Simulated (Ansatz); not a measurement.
Geometry optimisation, RKS BHLYP-D4/def2-SVP (Ansatz).

Input file:

```yaml
crystal:
  periodic: [false, false, false]
  atoms:
    - { symbol: Al, position_ang: [0.0, 0.0, 0.0] }
    - { symbol: "N", position_ang: [0.0, 0.0, 2.27] }
    - { symbol: H, position_ang: [-0.877, -0.2713, 2.8] }
    - { symbol: H, position_ang: [0.877, 0.2713, 2.8] }
    - { symbol: H, position_ang: [1.351, 0.0, -0.78] }
    - { symbol: H, position_ang: [-1.351, 0.0, -0.78] }
    - { symbol: Cl, position_ang: [-0.3164, 2.38, 0.7978] }
    - { symbol: H, position_ang: [-0.1701, 1.2795, 2.0062] }
basis:
  gaussian: { orbitals: def2-SVP }
hamiltonian:
  xc: { name: BHLYP }
  dispersion: d4
relax:
  f_tol: 0.15
  max_steps: 25
  restrain:
    - { distance: [0, 6], at: 2.23, k: 30.0 }
    - { distance: [7, 1], at: 1.06, k: 30.0 }
    - { distance: [0, 1], at: 3.12, k: 30.0 }
    - { distance: [7, 6], at: 2.57, k: 30.0 }
```

Command:

```bash
$ ansatz run input.yaml --threads 1 --pin off --max-ram 2048MiB --backend cpu --events-out ev --progress --plain --runs-dir out
```

Problem. Where does it end, and by what steps?

Solution. The forces met the threshold. The restraints hold the end off the free minimum. After 6 steps the energy has fallen by 1.628 eV (the restraints' own energy left out); Al1 moved furthest, 0.73 Å.

```
step  energy less start (eV)  largest force component (eV/Å)  accepted
   0                  0.0000                           3.153       yes
   1                 -0.4453                           4.344       yes
   2                 -0.7702                           3.631       yes
   3                 -1.0859                           3.094       yes
   4                 -1.2741                           2.987       yes
   5                 -1.4877                           1.980       yes
   6                 -1.6279                           1.299       yes
```

```xyz
8
Properties=species:S:1:pos:R:3
Al -0.066 0.502 -0.531
N -0.028 0.102 2.531
H -0.762 -0.343 3.060
H 0.854 -0.011 3.006
H 1.386 -0.013 -0.796
H -1.410 -0.222 -0.860
Cl -0.238 2.537 0.281
H -0.223 1.108 2.424
```

The run took 20 s on 1 thread of Arm Neoverse V2, on a shared host, peak memory 0.16 GiB.
